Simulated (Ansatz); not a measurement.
# BClHS− (SMILES [S-]BCl): one structure at several levels

The task here is to estimate one member of a computed series from the others.

Computed with Ansatz 0.2.0, Gaussian basis. Level: single points in def2-TZVPPD.

Cores are frozen in the correlated methods.

1 further run of the same task is left out (it didn't finish).

### The starting structure

SMILES `[S-]BCl`, 4 atoms, charge -1, spin multiplicity 1.

Atoms are counted from 1 here; the program's logs count them from 0.

Bond lengths: S1–B2 1.698 Å, B2–Cl3 1.832 Å, B2–H4 1.183 Å. Angles: S1–B2–Cl3 124.7°, S1–B2–H4 123.9°, Cl3–B2–H4 111.5°.

Coordinates:

```xyz
4

S    -1.58028   -0.65642    0.01853
B    -0.05928    0.09147   -0.07888
Cl    1.46429   -0.53779    0.72076
H     0.14538    1.09452   -0.67088
```

Set-up of the first run:

run/in.yaml

```yaml
crystal:
  periodic: [false, false, false]
  atoms:
    - {symbol: S, position_ang: [-1.580284, -0.656423, 0.018533]}
    - {symbol: B, position_ang: [-0.059281, 0.091466, -0.078881]}
    - {symbol: Cl, position_ang: [1.464293, -0.537792, 0.720762]}
    - {symbol: H, position_ang: [0.145377, 1.094521, -0.670878]}
basis:
  gaussian: {orbitals: "def2-TZVPPD.json"}
total_charge: -1
hamiltonian: {xc: pbe, dispersion: d4}
output: {forces: true}
```

The basis file named in the input lies beside it (Basis Set Exchange, JSON).

The run is started by

```bash
> ansatz run in.yaml --threads 2 --pin off --events-out ev --progress --plain --max-ram 3481MiB
```

Steps of the session up to this table: PBE-D4/def2-TZVPPD; r2SCAN-D4/def2-TZVPPD; PBE0-D4/def2-TZVPPD; wB97M-V/def2-TZVPPD; CCSD(T)/def2-TZVPPD.

One of the session's tables, all rows but one given; the rest of the session is left out.

```
   method  RMS force component (eV/Å)  angle to CCSD(T) forces (°)
   PBE-D4                       0.396                         11.4
r2SCAN-D4                       0.334                         12.1
  PBE0-D4                           ?                            ?
  wB97M-V                       0.288                         15.9
  CCSD(T)                       0.374                    reference
```

Q: Estimate the row for PBE0-D4 from the others.

As computed: RMS force component (eV/Å): 0.289; angle to CCSD(T) forces (°): 17.9. In the column «RMS force component (eV/Å)» it lies between wB97M-V (0.288) and r2SCAN-D4 (0.334).
